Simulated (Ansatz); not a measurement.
# BSiH₂ (doublet): PBE0, B3LYP over a scan of the distance Si1–B2, 6-31G

How well do these functionals follow the top wave-function level for BSiH₂ (doublet) over a scan of the distance Si1–B2?

Program: Ansatz 0.2.0, Gaussian basis. Level of theory: 6-31G, all electrons in the functionals. These are calculated values, not measurements.

The runs, in order: PBE0, B3LYP, at 1.532 Å; 1.728 Å; 1.954 Å; 2.109 Å; 2.442 Å; 2.747 Å; 3.119 Å; 3.597 Å; 4.362 Å; 5.167 Å; 6.513 Å.

## 1. What is computed

The geometry derives from a PBE0/def2-TZVP stationary point (not a proven minimum). One bond is set to the value named and the two fragments are kept rigid.

4 atoms, charge 0, spin multiplicity 2.

Atoms are counted from 1 here; the program's logs count them from 0.

Bond lengths: Si1–B2 1.954 Å, Si1–H3 1.501 Å, Si1–H4 1.501 Å. Angles: B2–Si1–H3 102.8°, B2–Si1–H4 102.8°, H3–Si1–H4 107.0°.

No dispersion term is added. B3LYP takes the VWN-RPA correlation.

The geometry shown and the zero of energy belong to the point 1.954 Å. The yardstick, FCI, and other wave-function levels (R restricted, U unrestricted, valence and pair active spaces) come from earlier runs.

## 2. PBE0, 1.532 Å

Contents of in.yaml:

```yaml
crystal:
  periodic: [false, false, false]
  atoms:
    - {symbol: Si, position_ang: [-0.075104, 0.000000, 0.383252]}
    - {symbol: B, position_ang: [0.060915, -0.000001, -1.142697]}
    - {symbol: H, position_ang: [0.719671, -1.206838, 0.788670]}
    - {symbol: H, position_ang: [0.719672, 1.206839, 0.788668]}
basis:
  gaussian: {orbitals: 6-31G}
magnetization: {spin_polarized: true, initial_magnetization: 1}
hamiltonian: {xc: {name: PBE0}}
output: {forces: true, orbitals: {seedname: orbitals}}
```

Run with:

```sh
$ ansatz run in.yaml --threads 1 --pin off --events-out ev --progress --plain --max-ram 2816MiB --backend cpu
```

Further steps of the session: PBE0, 1.728 Å; PBE0, 1.954 Å; PBE0, 2.109 Å; PBE0, 2.442 Å; PBE0, 2.747 Å; PBE0, 3.119 Å; PBE0, 3.597 Å; PBE0, 4.362 Å; PBE0, 5.167 Å; PBE0, 6.513 Å; B3LYP, 1.532 Å; B3LYP, 1.728 Å; B3LYP, 1.954 Å; B3LYP, 2.109 Å; B3LYP, 2.442 Å; B3LYP, 2.747 Å; B3LYP, 3.119 Å; B3LYP, 3.597 Å; B3LYP, 4.362 Å; B3LYP, 5.167 Å; B3LYP, 6.513 Å.

Before running them: what should the planned runs give, taken together? Wanted: span of the FCI curve; largest miss, PBE0; largest miss, B3LYP.

The runs gave:

| quantity | value |
| --- | --- |
| span of the FCI curve | 2.779 eV |
| largest miss, PBE0 | +0.539 eV (6.513 Å) |
| largest miss, B3LYP | +0.303 eV (6.513 Å) |

Of the functionals, B3LYP keep the smallest largest miss at the points compared (at most 0.303 eV) and PBE0 strays most (0.539 eV, at 6.513 Å). PBE0 clearly breaks the spin symmetry at some points (⟨S²⟩ up to 0.33 above the pure value), so energy there is bought with a mixed spin. Functionals and the yardstick converge differently with the basis, so part of each miss in 6-31G is the basis.
